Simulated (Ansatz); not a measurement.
Results of LDA (plane waves, PAW; Ansatz, a quantum-chemistry and plane-wave program) for 2H WS₂.

Rigid layers of the crystal as relaxed at this level are moved apart or together:

```tsv
run	k mesh	layer repeat (Å)	energy against free layers (meV/Å²)	gap on the mesh (eV)
1	12×12×4	5.86	-10.95	0.622
2	12×12×4	6.01	-12.53	0.775
3	12×12×4	6.16	-12.51	0.918
4	12×12×4	6.36	-11.21	1.094
5	12×12×4	6.66	-8.39	1.324
6	12×12×4	7.16	-4.36	1.624
7	12×12×2	8.16	-0.87	1.919
8	12×12×2	10.16	-0.01	1.985
```

The lowest energy of these points lies at a layer repeat of 6.01 Å.

Spin–orbit coupling is not included.

Note: the cell comes from a level without a dispersion term, which matters for the spacing of layers, chains or molecules.
